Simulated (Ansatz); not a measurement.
# SiN₂H₄: functionals against CCSD(T) at one geometry

An exercise on one series of results from a longer session: the logs are not shown, and one member is left open.

Program: Ansatz 0.2.0, Gaussian basis. Level of theory: single points in def2-TZVPP. These are calculated values, not measurements.

Cores are frozen in the correlated methods.

## Starting geometry

SMILES `N=[SiH]N`, 7 atoms, charge 0, spin multiplicity 1.

Atoms are counted from 1 here; the program's logs count them from 0.

Bond lengths: N1–Si2 1.584 Å, N1–H4 0.957 Å, Si2–N3 1.727 Å, Si2–H5 1.553 Å, N3–H6 1.034 Å, N3–H7 1.013 Å. Angles: Si2–N1–H4 113.6°, N1–Si2–N3 114.0°, N1–Si2–H5 142.5°, N3–Si2–H5 103.3°, Si2–N3–H6 125.6°, Si2–N3–H7 124.0°, H6–N3–H7 109.6°.

As a file:

```mol
H4N2Si
  3D, bonds by distance, orders not assigned

  7  6  0  0  0  0  0  0  0  0999 V2000
   -1.0952   -0.9001   -0.9487 N   0  0
   -0.3646    0.3376   -0.2834 Si  0  0
    0.9185   -0.0973    0.7874 N   0  0
   -1.8110   -0.6530   -1.5333 H   0  0
   -0.4316    1.8835   -0.1516 H   0  0
    1.5551    0.5634    1.2650 H   0  0
    1.2592   -1.0436    0.9079 H   0  0
  1  2  8  0
  1  4  8  0
  2  3  8  0
  2  5  8  0
  3  6  8  0
  3  7  8  0
M  END
```

The first run:

run/in.yaml

```yaml
crystal:
  periodic: [false, false, false]
  atoms:
    - {symbol: N, position_ang: [-1.095200, -0.900100, -0.948700]}
    - {symbol: Si, position_ang: [-0.364600, 0.337600, -0.283400]}
    - {symbol: N, position_ang: [0.918500, -0.097300, 0.787400]}
    - {symbol: H, position_ang: [-1.811000, -0.653000, -1.533300]}
    - {symbol: H, position_ang: [-0.431600, 1.883500, -0.151600]}
    - {symbol: H, position_ang: [1.555100, 0.563400, 1.265000]}
    - {symbol: H, position_ang: [1.259200, -1.043600, 0.907900]}
basis:
  gaussian: {orbitals: def2-TZVPP}
correlation: {method: ccsd_t}
output: {forces: true}
```

No record of the launch command was kept for these runs.

Among the steps run: CCSD(T)/def2-TZVPP; PBE0-D4/def2-TZVPP; wB97M-V/def2-TZVPP; r2SCAN-D4/def2-TZVPP; PBE-D4/def2-TZVPP; BLYP-D4/def2-TZVPP; LC-wPBE/def2-TZVPP.

One table of the session follows, with a row left open; its other results are not shown here.

```
   method  RMS force component (eV/Å)  angle to CCSD(T) forces (°)  dipole (D)
  CCSD(T)                       1.142                    reference        2.88
  PBE0-D4                       1.112                          8.2        3.01
  wB97M-V                       1.113                          9.0        3.08
r2SCAN-D4                       1.114                          5.0        2.89
   PBE-D4                       1.153                          8.9        2.77
  BLYP-D4                       1.139                          8.1        2.77
  LC-wPBE                           ?                            ?           ?
```

Estimate the missing values for LC-wPBE.

**Answer.** RMS force component (eV/Å): 1.131; angle to CCSD(T) forces (°): 15.7; dipole (D): 3.25. In the column «RMS force component (eV/Å)» it lies between r2SCAN-D4 (1.114) and BLYP-D4 (1.139).
